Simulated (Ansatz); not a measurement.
Results of PBEsol in Ansatz (PAW) for fcc Pt.

A relaxed, unreconstructed slab of the (100) face has 8 atoms, two equal faces of 7.682 Å² each and an energy of -99068.4145 eV. A bulk cell of 2 atoms with the same orientation and in-plane k mesh has -24767.6468 eV. Energies are extrapolated to zero smearing.

Settings: plane-wave cutoff 500 eV, 20×20×1 k mesh (along the axes of the cell as run), Fermi–Dirac smearing 0.1 eV, scalar-relativistic PAW data made under PBE.

Worked out: γ = (E_slab − N E_bulk per atom)/2A = [-99068.4145 − 8 × (-24767.6468/2)]/(2 × 7.682) = 0.1414 eV/Å². With 16.022 J/m² per eV/Å² this is 2.27 J/m², or 1.09 eV per surface cell and face.

Ansatz is an electronic-structure program.
